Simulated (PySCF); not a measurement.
## Continuum solvent and chemical shifts

Numbering as in the mapped SMILES `[CH3:1][n:2]1[cH:3][cH:4][n:5][cH:6]1`. Hydrogens are named by the atom that carries them.

GIAO PBE0/pcSseg-1 in PySCF on one PBE0-D3(BJ)/def2-SVP conformer, non-relativistic, equivalent nuclei averaged. Solvents enter as an IEF-PCM continuum (chloroform with ε = 4.7, tetrahydrofuran with ε = 7.4, acetonitrile with ε = 35.7) around the gas-phase geometry. Shifts are referred to TMS computed in the same medium.

In chloroform, δ in ppm: C6 142.6, C4 135.5, C3 125.9, C1 33.7, H(C6) 7.26, H(C3) 7.18, H(C4) 7.14, H(C1) 3.69. Dipole moment 5.17 D.

Q: How does each δ change in the more polar media?

A: 
```tsv
atoms	environment	Δδ, tetrahydrofuran	Δδ, acetonitrile
C6	aromatic CH between two ring heteroatoms	+0.4	+0.9
C4	aromatic CH next to a ring nitrogen	-0.3	-0.7
C3	aromatic CH next to a ring nitrogen	+0.6	+1.5
C1	methyl carbon bonded to N	+0.1	+0.4
H(C6)	hydrogen on an aromatic CH between two ring heteroatoms	+0.03	+0.09
H(C3)	hydrogen on an aromatic CH next to a ring nitrogen	+0.06	+0.15
H(C4)	hydrogen on an aromatic CH next to a ring nitrogen	-0.01	-0.02
H(C1)	hydrogen on a methyl carbon bonded to N	+0.03	+0.07
```

Changes are relative to chloroform. The dipole moment becomes 5.32 D in tetrahydrofuran, 5.56 D in acetonitrile.

Q: Which nuclei move most (in ppm), and what does the model miss?

A: C3 (aromatic CH next to a ring nitrogen, +1.5 ppm) in acetonitrile. A continuum only polarises the solute; specific hydrogen bonds, the anisotropy of aromatic solvents and changes of geometry or conformer are outside it.
